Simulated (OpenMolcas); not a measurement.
# BCl (SMILES [B]Cl) at 6 levels

Wanted: a comparison of 6 runs (HF/STO-3G, UHF/STO-3G, B3LYP/STO-3G, UB3LYP/STO-3G, UPBE/STO-3G, MP2/STO-3G) of BCl. 

The calculation is run with OpenMolcas 26.06.

## 1. Starting point

The species is BCl (2 atoms), meant as a singlet with charge 0. As SMILES, `[B]Cl`. The B1–Cl2 distance was set to 2.577 Å, away from the relaxed value.

Bond lengths: B1–Cl2 2.577 Å.

## 2. The energy at HF/STO-3G (run 1)

Input file mol.inp:

```
* BCl Hartree-Fock
>>> EXPORT MOLCAS_PRINT=2
&gateway
baslib=$CurrDir
coord
2
angstrom
B        0.000000       0.000000      -0.928610
Cl       0.000000       0.000000       1.648190
basis=STO-3G
group=NoSym
&seward
&scf
thresholds=1e-10 1e-07 1e-07 1e-05
prorbitals=1 1
```

The basis set STO-3G is read from a file made from the Basis Set Exchange's data (not shown).

Run with:

```console
export MOLCAS_MEM=1860
pymolcas mol.inp > mol.log
```

Standard output:

```text
--- Start Module: gateway ---
[...]
--- Stop Module: gateway /rc=_RC_ALL_IS_WELL_ ---
--- Start Module: seward ---
[...]
      Basis functions           14
--- Stop Module: seward /rc=_RC_ALL_IS_WELL_ ---
--- Start Module: scf ---
[...]
       Convergence after  10 Iterations
[...]
::    Total SCF energy                               -478.7415482149
[...]
      Total spin, S                                     0.0000000000
[...]
      Total electronic charge=   22.000000
      Total            charge=   -0.000000
[...]
      Dipole Moment (debye):
      Origin of the operator (angstrom)=    0.0000    0.0000    1.0312
                   X=  6.5313E-16               Y= -8.3007E-16               Z= -5.8360E+00           Total=  5.8360E+00
      Quadrupole Moment (debye*angstrom):
[...]
--- Stop Module: scf /rc=_RC_ALL_IS_WELL_ ---
[...]
```

It took 1.6 s on 1 thread of AMD EPYC 9R14 (Zen 4), shared host; peak memory 0.37 GiB.

## 3. A single-point energy at UHF/STO-3G (run 2)

Input file mol.input:

```
* BCl Hartree-Fock
&GATEWAY
BasLib=$CurrDir
Coord
2
angstrom
B        0.000000       0.000000      -0.928610
Cl       0.000000       0.000000       1.648190
Basis=STO-3G
Group=NoSym
&SEWARD
&SCF
UHF
Thresholds=1e-10 1e-07 1e-07 1e-05
Scramble=0.25
PrOrbitals=1 1
```

The basis set STO-3G is read from a file made from the Basis Set Exchange's data (not shown).

Run with:

```console
export MOLCAS_MEM=1860
pymolcas mol.input > mol.log
```

Standard output:

```text
--- Start Module: gateway ---
[...]
--- Stop Module: gateway /rc=_RC_ALL_IS_WELL_ ---
--- Start Module: seward ---
[...]
      Basis functions           14
--- Stop Module: seward /rc=_RC_ALL_IS_WELL_ ---
--- Start Module: scf ---
[...]
       Convergence after  60 Iterations
[...]
::    Total SCF energy                               -478.7452457737
[...]
      Total spin, S                                     0.2671604762
[...]
      Total electronic charge=   22.000000
      Total            charge=   -0.000000
[...]
      Dipole Moment (debye):
      Origin of the operator (angstrom)=    0.0000    0.0000    1.0312
                   X= -1.0296E-03               Y= -3.4507E-02               Z= -4.6088E+00           Total=  4.6089E+00
      Quadrupole Moment (debye*angstrom):
[...]
--- Stop Module: scf /rc=_RC_ALL_IS_WELL_ ---
[...]
```

Run time: 2.7 s. Hardware: 1 thread of AMD EPYC 9R14 (Zen 4), shared host; peak memory 0.37 GiB.

## 4. The energy at B3LYP/STO-3G (run 3)

Edit mol.inp of step 2 so:

```diff
@@ -1,2 +1 @@
-* BCl Hartree-Fock
 >>> EXPORT MOLCAS_PRINT=2
@@ -12,3 +11,7 @@
 &seward
+gridinput
+Grid=UltraFine
+End of Grid
 &scf
+ksdft=B3LYP
 thresholds=1e-10 1e-07 1e-07 1e-05
```

The basis set STO-3G is read from a file made from the Basis Set Exchange's data (not shown).

Run with:

```console
export MOLCAS_MEM=1860
pymolcas mol.inp > mol.log
```

Standard output:

```text
--- Start Module: gateway ---
[...]
--- Stop Module: gateway /rc=_RC_ALL_IS_WELL_ ---
--- Start Module: seward ---
[...]
      Basis functions           14
--- Stop Module: seward /rc=_RC_ALL_IS_WELL_ ---
--- Start Module: scf ---
[...]
       Convergence after  13 Iterations
[...]
::    Total KS-DFT energy                            -479.5219666230
[...]
      Total spin, S                                     0.0000000000
[...]
      Total electronic charge=   22.000000
      Total            charge=   -0.000000
[...]
      Dipole Moment (debye):
      Origin of the operator (angstrom)=    0.0000    0.0000    1.0312
                   X=  3.2208E-16               Y= -1.0012E-16               Z= -4.2570E+00           Total=  4.2570E+00
      Quadrupole Moment (debye*angstrom):
[...]
--- Stop Module: scf /rc=_RC_ALL_IS_WELL_ ---
[...]
```

It took 2.9 s on 1 thread of AMD EPYC 9R14 (Zen 4), shared host; peak memory 0.37 GiB.

Runs 4 to 5 aren't shown in full; the table further down has their settings and results.

## 5. The energy at MP2/STO-3G (run 6)

Input file mol.input:

```
* BCl MP2
&GATEWAY
BASLIB=$CurrDir
COORD
2
angstrom
B        0.000000       0.000000      -0.928610
Cl       0.000000       0.000000       1.648190
BASIS=STO-3G
GROUP=NoSym
&SEWARD
&SCF
THRESHOLDS=1e-10 1e-07 1e-07 1e-05
PRORBITALS=1 1
&MBPT2
FROZEN=6
```

The basis set STO-3G is read from a file made from the Basis Set Exchange's data (not shown).

Run with:

```console
export MOLCAS_MEM=1860
pymolcas mol.input > mol.log
```

Standard output:

```text
--- Start Module: gateway ---
[...]
--- Stop Module: gateway /rc=_RC_ALL_IS_WELL_ ---
[...]
      Basis functions           14
[...]
--- Start Module: scf ---
[...]
       Convergence after  10 Iterations
[...]
::    Total SCF energy                               -478.7415482149
[...]
      Total spin, S                                     0.0000000000
[...]
      Total electronic charge=   22.000000
      Total            charge=   -0.000000
[...]
      Dipole Moment (debye):
      Origin of the operator (angstrom)=    0.0000    0.0000    1.0312
                   X=  6.5313E-16               Y= -8.3007E-16               Z= -5.8360E+00           Total=  5.8360E+00
      Quadrupole Moment (debye*angstrom):
[...]
--- Stop Module: scf /rc=_RC_ALL_IS_WELL_ ---
--- Start Module: mbpt2 ---
[...]
WARNING!
Default frozen orbitals as non valence orbitals is overwritten by user input.
Default values:   6
[...]
       Reference weight ( Cref**2 )         =        0.95965
::    Total MBPT2 energy                             -478.7864708602
[...]
      Total MBPT2 calculations                           0.04      0.04
--- Stop Module: mbpt2 /rc=_RC_ALL_IS_WELL_ ---
[...]
```

It took 1.7 s on 1 thread of AMD EPYC 9R14 (Zen 4), shared host; peak memory 0.37 GiB.

## 6. All runs side by side

| run | level | scramble | integration grid | energy (Eh) | dipole moment (D) of the reference | HOMO energy (eV) | LUMO energy (eV) | wall time |
| --- | --- | --- | --- | --- | --- | --- | --- | --- |
| 1 | HF/STO-3G | – | – | -478.741548 | 5.84 | -7.55 | 3.54 | 1.6 s |
| 2 | UHF/STO-3G | 0.25 | – | -478.745246 | 4.61 | -7.27 | 4.01 | 2.7 s |
| 3 | B3LYP/STO-3G | – | UltraFine | -479.521967 | 4.26 | -4.79 | -1.14 | 2.9 s |
| 4 | UB3LYP/STO-3G | 0.25 | UltraFine | -479.521967 | 4.26 | -4.79 | -1.14 | 4.5 s |
| 5 | UPBE/STO-3G | 0.25 | UltraFine | -479.282700 | 3.80 | -3.89 | -1.87 | 4.2 s |
| 6 | MP2/STO-3G | – | – | -478.786471 | 5.84 | -7.55 | 3.54 | 1.7 s |

## 7. What came out

```
                                          quantity          value
                               run 6: total energy  -478.78647 Eh
         run 6: dipole moment (mean-field density)         5.84 D
        run 6: HOMO energy (Hartree–Fock orbitals)       -7.55 eV
        run 6: LUMO energy (Hartree–Fock orbitals)        3.54 eV
      run 6: HOMO–LUMO gap (Hartree–Fock orbitals)       11.10 eV
run 6: correlation energy (6 core orbitals frozen)      -44.9 mEh
```

What this shows: Over runs 1, 2, 3, 4, 5 the dipole moment (its size) runs from 3.80 D (UPBE/STO-3G) to 5.84 D (HF/STO-3G). Over runs 1, 2, 3, 4, 5 the HOMO–LUMO gap runs from 2.02 eV (UPBE/STO-3G) to 11.28 eV (UHF/STO-3G). Totals of different functionals can't be ranked against each other. In runs 1, 2, 3, 4, 5, 6 the basis is minimal, so the values are rough. Spin contamination of the reference: run 2 ⟨S²⟩ = 0.34. All runs together took 18 s, the longest 4.5 s.
